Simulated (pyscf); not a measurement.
H₃C–CH₃ + CH₂ [triplet] → •H₂C–CH₃ + CH₃•, a hydrogen abstraction (triplet surface; C–H broken, C–H formed). Structures and frequencies: ωB97X-D3(BJ)/def2-SVP in PySCF. Correlated levels are frozen-core, on RHF or UHF. ΔMP2 is the change of the MP2 total energy from the triple- to the quadruple-zeta basis. Energies in kcal/mol from the separated reactants.

Small-basis levels: PySCF, no dispersion term, spherical d functions. AM1 to PM7: differences of heats of formation from MOPAC. Open shells are spin-unrestricted. 

| level | barrier | reaction energy |
|---|---|---|
| HF/6-31G* | 23.7 | -3.7 |
| SVWN5/6-31G* | -5.4 | -8.0 |
| BP86/6-31G* | 2.8 | -9.7 |
| B3LYP/STO-3G | 1.9 | -6.1 |
| B3LYP/6-31G* | 6.2 | -9.9 |
| M06-2X/6-31G* | 9.8 | -4.5 |
| B3LYP/6-311+G** | 6.7 | -11.0 |
| PBE/def2-SVP | 1.3 | -9.3 |
| PM6 | 8.7 | -19.1 |
| CCSD(T)/def2-TZVPP + ΔMP2(QZVPP) | 10.5 | -7.7 |

Against the last row the barrier runs from -15.9 (SVWN5/6-31G*) to +13.2 kcal/mol (HF/6-31G*); M06-2X/6-31G* happens to lie closest here (0.7 kcal/mol apart). At SVWN5/6-31G* this geometry lies under one side, so the entry may be no barrier of that level: it is a single point on another level's saddle. CCSD(T)/def2-TZVPP + ΔMP2(QZVPP) has limits of its own. •H₂C–CH₃ + CH₃• also meet on a surface of lower spin, which isn't treated here. One saddle was located; it need not be the lowest between these sides. The angle at the transferred H is 177°. The CCSD(T) − MP2 part came from Ansatz, without density fitting, on the same reference.
